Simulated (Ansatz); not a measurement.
## A barrier at the coupled-cluster level

Start structure (CH$_{8}$OSi, closed shell), relaxed at PBE0-D4/def2-TZVP:

```
11
angstrom
Si -0.8856 1.0099 -1.3861
H 0.4402 1.4847 -1.8495
H -0.9550 -0.4732 -1.4270
H -1.1914 1.5089 -0.0243
H -1.9208 1.5361 -2.3197
H 1.7602 -0.6146 -0.0360
O 1.1788 -0.0850 0.5141
C 0.5330 -0.9339 1.4379
H -0.0889 -1.6888 0.9421
H 1.2454 -1.4388 2.1003
H -0.1157 -0.3053 2.0482
```

The step: CH₄O ([CH3][OH]) + SiH₄ → CH₆OSi ([CH3][O][SiH3]) + H₂; bonds formed: Si1–O7, H2–H6; bonds broken: Si1–H2, H6–O7. Computed with Ansatz 0.2.0 (basis: def2-TZVPP and def2-QZVPP); correlated methods freeze the cores. Extrapolation: Hartree–Fock as exp(−7.88 √X), correlation as X^−2.97. Energies below are by CCSD(T) at an estimated basis limit (MP2 extrapolated from triple and quadruple zeta, plus CCSD(T) − MP2 in triple zeta).

(1) What are the electronic barrier and the energy of the step, from the start structure to the end structure? (An estimate is asked for; the value comes from the calculation.)

T1 diagnostic: at most 0.013.

Results:

(1) By the calculation: Barrier 160.0 kJ/mol; step energy -59.9 kJ/mol (downhill); reverse barrier, their difference, 219.9 kJ/mol. Barrier and step energy count from the start structure, the reverse barrier from the end structure.

The saddle point: One imaginary mode of 1203i cm⁻¹.
```csv
pair,start (Å),saddle (Å),end (Å)
Si1–O7,3.01,1.85,1.64
H2–H6,3.07,1.16,0.75
Si1–H2,1.48,1.76,4.62
H6–O7,0.96,1.11,2.53
```

Zero-point energy (harmonic, PBE0-D4): ZPE is 221.3 kJ/mol at the start and 212.9 kJ/mol at the saddle, so the barrier goes from 160.0 to 151.6 kJ/mol.

Labels in which every atom is bracketed show which atoms are joined, not bond orders.

For scale, one of the runs: CCSD(T)/def2-TZVPP, 216 basis functions, launched by `ansatz run in.yaml --threads 4 --pin off --events-out ev --progress --plain --max-ram 9574MiB`. Time: 64 s of wall clock on 4 CPU threads of an Intel Xeon; the host was shared. Peak host memory: 3.2 GiB.
